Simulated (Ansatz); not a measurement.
Cs₂AgBiBr₆ (Fm-3m, No. 225) was calculated with r²SCAN0 (plane waves, PAW; Ansatz, an electronic-structure program).

Numerical settings: plane-wave cutoff 520 eV, 4×4×4 k mesh, Fermi–Dirac smearing 0.01 eV, no spin polarisation, scalar-relativistic PAW data made under PBE.

Cell (measured lattice):

AgBiCs$_{2}$Br$_{6}$ has the cubic space group Fm-3m (No. 225), Pearson symbol cF40. Conventional cell: a = 11.232 Å, b = 11.232 Å, c = 11.232 Å, α = 90.00°, β = 90.00°, γ = 90.00°. Bi on 4a sees 6 Br at 2.814 Å (octahedral). Ag on 4b is coordinated by 6 Br at 2.802 Å (octahedral). Cs on 8c is coordinated by 12 Br at 3.971 Å (cuboctahedral). Br on 24e is surrounded by 1 Ag at 2.802 Å and 1 Bi at 2.814 Å and 4 Cs at 3.971 Å (octahedral). (Neighbours: up to the widest gap in distance over summed covalent radii, below 1.35, at either atom; cation-cation and far metal-metal contacts left out.)
(The calculation used a cell of 10 atoms; values per cell refer to that cell.)

Q: Estimate the band gap, smallest direct gap on the k points sampled and direct gap at Γ that the calculation returns.

A: 
* **band gap**: 3.05 eV (on the SCF k mesh)
* **smallest direct gap on the k points sampled**: 4.29 eV
* **direct gap at Γ**: 5.04 eV

Note: cell and atoms aren't relaxed at this level (largest force component 0.08 eV/Å, pressure 0.8 GPa).

Spin–orbit coupling is not included; with these elements it can move the gap by several tenths of an eV or more.

Cost on a shared machine: very roughly 16 core-minutes.
